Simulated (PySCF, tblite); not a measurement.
Calculations on `[H]/[C]=C1/C=CC1=S` [radical], in the order of a workflow; each names the level of the geometry that it ran on. Settings lines and outputs come from a driver script.

C₅H₃S (doublet state).
Numbering: `[H]/[C:1]=[C:2]1/[CH:3]=[CH:4][C:5]1=[S:6]` (hydrogens: H7 on C1; H8 on C3; H9 on C4)

Step 1: GFN2-xTB geometry optimisation, gas phase (tblite 0.8.0) (from a force-field or distance-geometry start)
```json
{"job": {"kind": "relax", "xc": "GFN2-xTB", "basis": "xTB"}, "charge": 0, "multiplicity": 2}
```
```
step      E/eV     max force
  0    -415.21917    4.408
  1    -415.36398    3.918
  2    -415.43259    1.843
...
 55    -415.64430    0.049
 56    -415.64443    0.024
 57    -415.64447    0.016
 58    -415.64448    0.010
 59    -415.64449    0.006
```

Energy lowered by 9.8 kcal/mol over 59 steps; largest atomic force 0.006 eV/Å at the end. «max force» is the largest atomic force in eV/Å.

Step 2: GFN2-xTB harmonic vibrations, gas phase (tblite 0.8.0) (on the GFN2-xTB geometry)
```json
{"job": {"kind": "ir", "xc": "GFN2-xTB", "basis": "xTB"}, "charge": 0, "multiplicity": 2}
```
```
(table of modes left out)
```

21 modes from 132 to 3255 cm⁻¹ (unscaled, harmonic); zero-point energy 34.1 kcal/mol; all wavenumbers are real at this level.

Step 3: UKS B3LYP, pcH-1 on C H S, non-relativistic, mean-field spin-orbit, GIAO (PySCF 2.14.0) (on the GFN2-xTB geometry)
```json
{"job": {"kind": "epr", "basis": "pcH-1"}, "charge": 0, "multiplicity": 2}
```
```
...
E = -590.35889120 Eh   <S^2> = 0.7640 (exact 0.7500)
g shifts (ppm)      1          2          3
  rmc          -155       -155       -155
  gc             16         21          6
  oz_so       -6911       -551       2433
  total       -7050       -685       2284
hyperfine (MHz)  atom isotope    a_iso     a_fc   dipolar eigenvalues
    0   13C     230.54     230.66    -77.51    -54.60    132.10
    1   13C     -40.56     -40.56    -15.18     -3.36     18.54
    2   13C      85.25      85.35     -7.02     -0.19      7.21
    3   13C      -2.60      -2.60    -10.45      3.70      6.75
    4   13C     127.50     127.80    -15.77    -10.75     26.51
    5   33S      -1.19      -0.93     -9.63     -3.13     12.76
    6    1H       6.39       6.40    -31.12     -5.89     37.01
    7    1H       2.37       2.39     -3.71     -1.48      5.19
    8    1H       5.43       5.44     -2.15      0.81      1.34
```

⟨S²⟩ 0.764; g_iso 2.0005. rmc, gc and oz_so are the mass-correction, gauge-correction and orbital-Zeeman/spin–orbit parts of the g shift along its three principal axes; a_iso is the isotropic hyperfine coupling and a_fc its Fermi-contact part. The log counts atoms from 0, this text from 1.

**Question.** Which step took the most CPU time, and about what did each take on an Arm Neoverse N1 with one thread, shared host?

**Answer.** Step 3, about 99 % of the total. CPU time by step: 1: 0.47 s, 2: 0.32 s, 3: 58 s.

Geometry of the electronic-property runs (GFN2-xTB):
```
atom  x, y, z in Å
C1     1.9910    0.1780   -0.0258
C2     0.7454   -0.0577   -0.0425
C3    -0.2151   -1.1592    0.0191
C4    -1.3264   -0.3840   -0.1054
C5    -0.5979    0.8488   -0.0959
S6    -0.8542    2.3971    0.2212
H7     2.7007    0.9650   -0.0537
H8    -0.0505   -2.2005    0.2219
H9    -2.3794   -0.5814   -0.1641
```

 (This holds for the electronic-property runs.)
